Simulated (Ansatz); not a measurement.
# C₃H₂F₂O: up Jacob's ladder to CCSD(T)

Aim: compute C₃H₂F₂O with functionals from several rungs and with coupled cluster. The yardstick is the atomisation energy at the CCSD(T) limit.

Method: functionals in def2-TZVPP, the program's frozen cores in correlated methods; program: Ansatz 0.2.0, Gaussian basis.

The runs, in order: PBE-D4, r2SCAN-D4, PBE0-D4, B3LYP-D4, ωB97X-V, ωB97M-V, B2PLYP; CCSD(T)/def2-TZVPP; MP2/def2-QZVPP; extrapolation to the limit.

## Step 1: Structure used throughout

The geometry comes from an earlier relaxation with PBE0-D4 in a triple-zeta def2 set; it is a stationary point, not always the lowest conformer.

SMILES `FC1(F)C=CO1`, 8 atoms, charge 0, spin multiplicity 1.

Atoms are counted from 1 here; the program's logs count them from 0.

Bond lengths: F1–C2 1.329 Å, C2–F3 1.329 Å, C2–C4 1.507 Å, C2–O6 1.440 Å, C4–C5 1.327 Å, C4–H7 1.075 Å, C5–O6 1.390 Å, C5–H8 1.080 Å. Angles: F1–C2–F3 107.4°, F1–C2–C4 118.4°, F1–C2–O6 110.8°, F3–C2–C4 118.4°, F3–C2–O6 110.8°, C4–C2–O6 89.5°, C2–C4–C5 85.2°, C2–C4–H7 135.9°, C5–C4–H7 138.9°, C4–C5–O6 99.7°, C4–C5–H8 140.0°, O6–C5–H8 120.4°, C2–O6–C5 85.6°.

## Step 2: PBE-D4 (GGA)

File in.yaml:

```yaml
crystal:
  periodic: [false, false, false]
  atoms:
    - {symbol: F, position_ang: [0.621516, -1.790614, 0.500709]}
    - {symbol: C, position_ang: [0.639638, -0.473964, 0.322495]}
    - {symbol: F, position_ang: [1.879450, -0.057787, 0.557681]}
    - {symbol: C, position_ang: [-0.096776, 0.099517, -0.860150]}
    - {symbol: C, position_ang: [-0.895814, 0.649795, 0.045146]}
    - {symbol: O, position_ang: [-0.295191, 0.175662, 1.205146]}
    - {symbol: H, position_ang: [0.009088, 0.057781, -1.928649]}
    - {symbol: H, position_ang: [-1.769811, 1.282409, 0.101822]}
basis:
  gaussian: {orbitals: def2-TZVPP}
hamiltonian: {xc: pbe, dispersion: d4}
output: {forces: true, orbitals: {seedname: orbitals}}
```

Launch:

```bash
$ ansatz run in.yaml --threads 4 --pin off --events-out ev --progress --plain --max-ram 10444MiB
```

After this run come: r2SCAN-D4 (meta-GGA); PBE0-D4 (hybrid); B3LYP-D4 (hybrid); ωB97X-V (range-separated); ωB97M-V (range-separated); B2PLYP (double hybrid); CCSD(T) in def2-TZVPP; MP2 in def2-QZVPP.

**Question.** What will the summary of the whole plan be? Wanted: atomisation energy, CCSD(T)/CBS; farthest; mean size of error, hybrid; mean size of error, range-separated; gap, smallest and largest; T1 diagnostic; triples share of the correlation energy.

The runs gave:

```
                               quantity                                 value
        atomisation energy, CCSD(T)/CBS                         3464.5 kJ/mol
 functionals within 17.3 kJ/mol (0.5 %)                              B3LYP-D4
                               farthest                PBE-D4 (+194.9 kJ/mol)
             mean size of error, hybrid                           34.2 kJ/mol
    mean size of error, range-separated                           23.5 kJ/mol
              gap, smallest and largest  4.47 eV (PBE-D4), 11.54 eV (ωB97X-V)
                          T1 diagnostic                                0.0134
triples share of the correlation energy                                 3.9 %
```

What this shows: PBE-D4 is off by +194.9 kJ/mol. Double hybrids carry the basis error of their MP2 part in triple zeta, and no dispersion term here, so their miss is partly the set-up's. The reference freezes the cores and leaves out relativity and excitations past (T), so misses under about 17.3 kJ/mol can't be ranked. Hartree-Fock recovers 67 % of the binding; the rest is correlation. Orbital gaps span 4.5 to 11.5 eV; exact exchange widens them.
